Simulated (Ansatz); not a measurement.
CH3F2NO (`NC(O)(F)F`), relaxed with RKS PBE-D4/def2-SVP in Ansatz from a rough embedded geometry. The force threshold is 0.03 eV/Å; the program also tests the step.

The species carries charge 0 and has multiplicity 1.

Start:

```xyz
8

N     0.635   -0.978    0.121
C    -0.318   -0.038   -0.162
O     0.111    1.230    0.241
F    -0.642   -0.012   -1.455
F    -1.458   -0.349    0.479
H     0.888   -0.929    1.095
H     1.499   -0.645   -0.352
H    -0.714    1.720    0.033
```

| step | energy (eV) | largest force (eV/Å) | largest move (Å) |
| --- | --- | --- | --- |
| 1 | -10039.1065 | 2.045 | 0.000 |
| 2 | -10039.2928 | 0.805 | 0.070 |
| 3 | -10039.3431 | 0.336 | 0.056 |
| 4 | -10039.3448 | 0.323 | 0.021 |
| 5 | -10039.3480 | 0.149 | 0.011 |
| 6 | -10039.3483 | 0.008 | 0.003 |

End:

```xyz
8

N     0.683   -0.972    0.120
C    -0.323   -0.016   -0.141
O     0.024    1.261    0.240
F    -0.616   -0.026   -1.484
F    -1.477   -0.384    0.507
H     0.899   -0.985    1.123
H     1.537   -0.729   -0.394
H    -0.727    1.851    0.028
```

Hardware: 2 threads of an Arm Neoverse V1 on a shared host. Wall time 11 s, peak host memory 0.14 GiB.
